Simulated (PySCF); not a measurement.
# Worked example: entropy of an ideal gas

sulfur dioxide (O2S), SMILES O=S=O.

Geometry: ωB97X-D3(BJ)/def2-TZVP.

ωB97X-D3(BJ)/def2-TZVP run with PySCF 2.14.0 gives the harmonic wavenumbers 539, 1241, 1440 cm⁻¹ and the rotational temperatures 2.8630, 0.5004, 0.4259 K. The molar mass is 64.06 g/mol, the symmetry number 2, the spin multiplicity 1.

**Question.** Work out the entropy at 298.15 K and 1 atm in the rigid-rotor, harmonic-oscillator model.

**Answer.** 
Translation (Sackur–Tetrode at 1 atm): S = R[1.5 ln M + 2.5 ln T − 1.16487] = 160.6 J/(mol K).
Rotation: q = (√π/σ) T^1.5/√(θA θB θC) = 5840, S = R[ln q + 3/2] = 84.6 J/(mol K).
Vibration: with u = 1.4388 ν/T, each mode gives R[u/(e^u − 1) − ln(1 − e^−u)]:
| ν (cm⁻¹) | modes | u | S (J/(mol K)) |
|---|---|---|---|
| 539 | 1 | 2.60 | 2.37 |
| 1241 | 1 | 5.99 | 0.15 |
| 1440 | 1 | 6.95 | 0.06 |
These are all the modes. Sum 2.6 J/(mol K).
Spin: R ln 1 = 0.0 J/(mol K).
Total 247.8 J/(mol K); the program's own thermochemistry gives 247.8. Translation makes up 65 % and vibration 1 %. Anharmonicity, hindered rotation and orbital degeneracy are left out.
